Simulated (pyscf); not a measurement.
## Concerted fragmentation: AsH₂• (SMILES [AsH2]) + SiH₄ (SMILES [SiH4]) → AsH (SMILES [AsH]) [triplet] + SiH₄ (SMILES [SiH4]) + H• (SMILES [H])

Gas phase, doublet surface, charge 0. Bonds broken: As1–H2, Si4–H5. Bonds formed: H2–Si4. Structures and frequencies: ωB97X-D3(BJ)/def2-SVP in PySCF.

Transition state (Å):

```xyz
8

As    -0.2984    -1.4975     1.9708
H     -1.2438     0.0997     0.4154
H      0.0921    -2.1870     0.6625
Si    -0.5906     0.6453    -0.8539
H     -2.6585     0.5533    -0.6440
H     -0.9147     2.0701    -1.1429
H      0.8770     0.5761    -0.5504
H     -0.8520    -0.2387    -2.0233
```

One imaginary mode, 640i cm⁻¹; descent along it reached the two sides named.

```json
[
 {"bond": "As1–H2", "change": "breaks", "reactant side (Å)": "1.521", "saddle": "2.422", "product side": "3.4"},
 {"bond": "Si4–H5", "change": "breaks", "reactant side (Å)": "1.482", "saddle": "2.081", "product side": "5.1"},
 {"bond": "H2–Si4", "change": "forms", "reactant side (Å)": "3.2", "saddle": "1.528", "product side": "1.491"}
]
```

Electronic energies relative to the separated reactants (eV):

```json
[
 {"level": "ωB97X-D3(BJ)/def2-TZVP", "barrier": "3.66", "reaction energy": "+3.26", "reverse barrier": "0.40"},
 {"level": "PBE/def2-TZVP", "barrier": "3.39", "reaction energy": "+3.15", "reverse barrier": "0.24"},
 {"level": "r²SCAN/def2-TZVP", "barrier": "3.40", "reaction energy": "+3.17", "reverse barrier": "0.23"},
 {"level": "B3LYP-D3(BJ)/def2-TZVP", "barrier": "3.49", "reaction energy": "+3.24", "reverse barrier": "0.25"},
 {"level": "PBE0-D3(BJ)/def2-TZVP", "barrier": "3.48", "reaction energy": "+3.12", "reverse barrier": "0.36"},
 {"level": "M06-2X/def2-TZVP", "barrier": "3.62", "reaction energy": "+3.04", "reverse barrier": "0.59"},
 {"level": "ωB97M-D3(BJ)/def2-TZVP", "barrier": "3.72", "reaction energy": "+3.17", "reverse barrier": "0.55"},
 {"level": "HF/def2-TZVP", "barrier": "3.40", "reaction energy": "+2.13", "reverse barrier": "1.27"}
]
```

With ωB97M-D3(BJ)/def2-TZVP energies and thermal terms (ideal gas, 1 atm, RRHO with modes under 100 cm⁻¹ raised to 100, one conformer, R ln 2 for chiral ones without a mode under 150 cm⁻¹), in eV:

```
T (K)   ΔH‡   ΔG‡     ΔH     ΔG
-----  ----  ----  -----  -----
298    3.59  3.85  +3.02  +2.72
600    3.64  4.09  +3.06  +2.40
900    3.70  4.30  +3.09  +2.06
1200   3.74  4.50  +3.10  +1.71
```

The same reactants have a lower exit, to H₃Si–AsH₂ + H• (barrier +1.43 eV at ωB97M-D3(BJ)/def2-TZVP, against +3.72 eV here). One saddle was located; it need not be the lowest between these sides. An unrestricted DFT solution here is markedly spin-contaminated. Elements up to Kr have no core potential and no relativistic terms here.
